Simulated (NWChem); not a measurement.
# tert-butyl cation (C₄H₉ cation); SMILES [C+](C)(C)C

Results from NWChem. All runs use the structure optimised with B3LYP/6-31G* (spherical d). Level: PBE/def2-SVP with SMD (1 M gas to 1 M solution), gas-phase geometry. Reactions with the solvent are ignored.

Task: Predict the results for solvent chloroform. Quantities: solvation free energy (kcal/mol); cavity-dispersion-structure term (kcal/mol).

Result: 
```json
{
 "solvation free energy (kcal/mol)": "-51.4",
 "cavity-dispersion-structure term (kcal/mol)": "-2.0"
}
```
